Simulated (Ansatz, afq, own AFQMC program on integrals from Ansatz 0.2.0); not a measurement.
**AlP, triplet in 6-31G, levels against full CI**

```yaml
atoms:
  - { symbol: Al, position_ang: [0.0000, 0.0000, 0.0000] }
  - { symbol: P, position_ang: [0.0000, 0.0000, 1.7290] }
```

Basis 6-31G. Noble-gas cores (and the filled d shells of Ga–Kr and In–Xe) are frozen. AFQMC by an in-house program on the Cholesky factors that Ansatz 0.2.0 writes for its CCSD(T) run. The CISD trial takes its coefficients from CCSD amplitudes. Released means that phaseless walkers are propagated on without the constraint, phases kept. Uncertainties: one standard error, sampling alone.

Determinant: UHF, the one that the program's search chose, which needn't be the lowest solution. The geometry is a point of a scan.

Full CI on the same integrals is exact in this basis and with this determinant's frozen core.

Cautions: lower spins were not checked.

* T1 diagnostic: 0.0348
* weight of the determinant in the CISD state: 0.901
* ⟨S²⟩ of the determinant: 2.008
* size of the correlated space: 8 electrons in 16 orbitals

```tsv
level	correlation energy (eV)
MP2	-1.7096
CCSD	-2.1515
CCSD(T)	-2.2317
```

Problem. Estimate where phaseless AFQMC with a CISD trial lies against CCSD(T) on the same integrals.

Solution. 0.29 ± 0.06 kcal/mol below CCSD(T).

Reference: full CI, correlation energy -2.256 eV. The released energy is read at 2.40 1/Eh (meV from the phaseless value at times in 1/Eh: -2.5 ± 1.9 at 0.24, -6.2 ± 2.0 at 0.51, -8.0 ± 1.7 at 0.99, -7.4 ± 1.8 at 1.62, -6.5 ± 1.8 at 2.40).

```json
{"level": "CCSD(T)", "E − E(reference) (kcal/mol)": "0.55", "share of correlation (%)": "98.94"}
{"level": "CCSDT", "E − E(reference) (kcal/mol)": "0.04", "share of correlation (%)": "99.92"}
{"level": "CCSDT(Q)", "E − E(reference) (kcal/mol)": "-0.01", "share of correlation (%)": "100.03"}
{"level": "CCSDTQ", "E − E(reference) (kcal/mol)": "0.00", "share of correlation (%)": "100.00"}
{"level": "ph-AFQMC/CISD", "E − E(reference) (kcal/mol)": "0.26 ± 0.06", "share of correlation (%)": "99.50"}
{"level": "released AFQMC", "E − E(reference) (kcal/mol)": "0.11 ± 0.04", "share of correlation (%)": "99.79"}
```

CCSDT and higher add their correlation energy to the determinant of the CCSD(T) run, since their own runs factorise the integrals more tightly (a shift of under 2 meV). A walk keeps the symmetry of its determinant, which the program's search chose and which needn't be the lowest solution, so a lower state of the same spin and another symmetry isn't excluded. Released energies are given only where the last usable release times agree within the noise; a slower fall can still hide under it.
